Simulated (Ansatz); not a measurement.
# Si2H4O (SMILES O1[SiH2][SiH2]1): single points off equilibrium

The task here is to estimate one member of a computed series from the others.

Computed with Ansatz 0.2.0, Gaussian basis. Level: single points in def2-TZVPP.

Correlated methods freeze the cores.

## The system as given

SMILES `O1[SiH2][SiH2]1`, 7 atoms, charge 0, spin multiplicity 1.

Atoms are counted from 1 here; the program's logs count them from 0.

Bond lengths: O1–Si2 1.654 Å, O1–Si3 1.701 Å, Si2–Si3 2.284 Å, Si2–H4 1.476 Å, Si2–H5 1.383 Å, Si3–H6 1.271 Å, Si3–H7 1.555 Å. Angles: Si2–O1–Si3 85.8°, O1–Si2–Si3 48.0°, O1–Si2–H4 105.8°, O1–Si2–H5 120.3°, Si3–Si2–H4 117.4°, Si3–Si2–H5 123.3°, H4–Si2–H5 118.7°, O1–Si3–Si2 46.2°, O1–Si3–H6 110.7°, O1–Si3–H7 104.2°, Si2–Si3–H6 115.9°, Si2–Si3–H7 119.0°, H6–Si3–H7 125.0°.

Coordinates:

```
O    -0.68900   -0.46880    0.64730
Si   -0.62830   -0.00750   -0.93970
Si    0.83520    0.27240    0.79070
H    -0.52870   -1.25810   -1.71720
H    -1.45430    0.99950   -1.40560
H     0.74270    1.37030    1.42410
H     1.79320   -0.89420    1.16300
```

The first run:

run/in.yaml reads:

```yaml
crystal:
  periodic: [false, false, false]
  atoms:
    - {symbol: O, position_ang: [-0.689000, -0.468800, 0.647300]}
    - {symbol: Si, position_ang: [-0.628300, -0.007500, -0.939700]}
    - {symbol: Si, position_ang: [0.835200, 0.272400, 0.790700]}
    - {symbol: H, position_ang: [-0.528700, -1.258100, -1.717200]}
    - {symbol: H, position_ang: [-1.454300, 0.999500, -1.405600]}
    - {symbol: H, position_ang: [0.742700, 1.370300, 1.424100]}
    - {symbol: H, position_ang: [1.793200, -0.894200, 1.163000]}
basis:
  gaussian: {orbitals: def2-TZVPP}
correlation: {method: ccsd_t}
output: {forces: true}
```

The command line of these runs was not kept.

Steps of the session up to this table: CCSD(T)/def2-TZVPP; PBE0-D4/def2-TZVPP; wB97M-V/def2-TZVPP; r2SCAN-D4/def2-TZVPP; PBE-D4/def2-TZVPP; SPW92/def2-TZVPP; BLYP-D4/def2-TZVPP.

One of the session's tables, all rows but one given; the rest of the session is left out.

| method | RMS force component (eV/Å) | angle to CCSD(T) forces (°) | dipole (D) |
| --- | --- | --- | --- |
| CCSD(T) | 2.333 | reference | 1.23 |
| PBE0-D4 | 2.376 | 2.7 | 1.17 |
| wB97M-V | 2.323 | 2.1 | 1.30 |
| r2SCAN-D4 | ? | ? | ? |
| PBE-D4 | 2.348 | 4.5 | 1.06 |
| SPW92 | 2.365 | 3.7 | 1.11 |
| BLYP-D4 | 2.279 | 5.0 | 1.17 |

Estimate the missing values for r2SCAN-D4.

**Answer.** RMS force component (eV/Å): 2.351; angle to CCSD(T) forces (°): 1.6; dipole (D): 1.11. In the column «RMS force component (eV/Å)» it lies between PBE-D4 (2.348) and SPW92 (2.365).
